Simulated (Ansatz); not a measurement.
Geometry optimisation, RKS B3LYP-D4/6-31G* (Ansatz 0.2.0).

input.yaml

```yaml
crystal:
  periodic: [false, false, false]
  atoms:
    - { symbol: "N", position_ang: [-0.9342, 0.8909, -0.3869] }
    - { symbol: C, position_ang: [0.2102, 0.3966, 0.232] }
    - { symbol: C, position_ang: [0.3547, -1.078, 0.4127] }
    - { symbol: O, position_ang: [1.1022, -0.3648, -0.6505] }
    - { symbol: H, position_ang: [-1.2391, 0.3265, -1.1986] }
    - { symbol: H, position_ang: [-0.7627, 1.8491, -0.8316] }
    - { symbol: H, position_ang: [-1.20482, 0.93253, 0.61641] }
    - { symbol: H, position_ang: [1.0487, -1.4009, 1.2379] }
    - { symbol: H, position_ang: [-0.4313, -1.721, 0.2224] }
basis:
  gaussian: { orbitals: "6-31G*" }
hamiltonian:
  xc: b3lyp
  dispersion: d4
relax:
  f_tol: 0.02
  max_steps: 50
```

Run as:

```bash
$ ansatz run input.yaml --threads 1 --pin off --max-ram 2048MiB --backend cpu --events-out ev --progress --plain --runs-dir out
```

Q: Where does it end, and by what steps?

A: It converged. The force dipped under the threshold on the way, but the program's further checks kept it going. After 44 steps the energy has fallen by 2.004 eV; H5 moved furthest, 1.33 Å. Parted: N1–C2.

| step | energy less start (eV) | largest force component (eV/Å) | accepted |
| --- | --- | --- | --- |
| 0 | 0.0000 | 5.375 | yes |
| 2 | -1.4413 | 1.751 | yes |
| 4 | -1.7002 | 0.766 | yes |
| 6 | -1.7652 | 0.270 | yes |
| 8 | -1.8067 | 0.482 | yes |
| 10 | -1.8724 | 1.538 | yes |
| 12 | -1.9336 | 0.461 | yes |
| 14 | -1.9753 | 0.210 | yes |
| 16 | -1.9920 | 0.284 | yes |
| 18 | -1.9971 | 0.147 | yes |
| 20 | -1.9990 | 0.045 | yes |
| 22 | -1.9958 | 0.381 | no |
| 24 | -2.0009 | 0.084 | yes |
| 26 | -2.0013 | 0.159 | no |
| 28 | -2.0014 | 0.141 | no |
| 30 | -2.0024 | 0.011 | yes |
| 32 | -2.0030 | 0.063 | yes |
| 34 | -2.0035 | 0.035 | yes |
| 36 | -2.0037 | 0.056 | yes |
| 38 | -2.0040 | 0.025 | yes |
| 40 | -2.0041 | 0.033 | yes |
| 42 | -2.0043 | 0.028 | yes |
| 44 | -2.0043 | 0.014 | yes |

```xyz
9
Properties=species:S:1:pos:R:3
N -1.383 0.923 -0.654
C 0.826 0.191 0.905
C 0.685 -1.263 0.532
O 1.584 -0.253 -0.050
H -2.391 0.851 -0.787
H -1.023 1.461 -1.441
H -1.234 1.499 0.172
H 1.204 -2.027 1.102
H -0.126 -1.553 -0.126
```

Time of the run: 72 s on 1 CPU thread of a shared host.
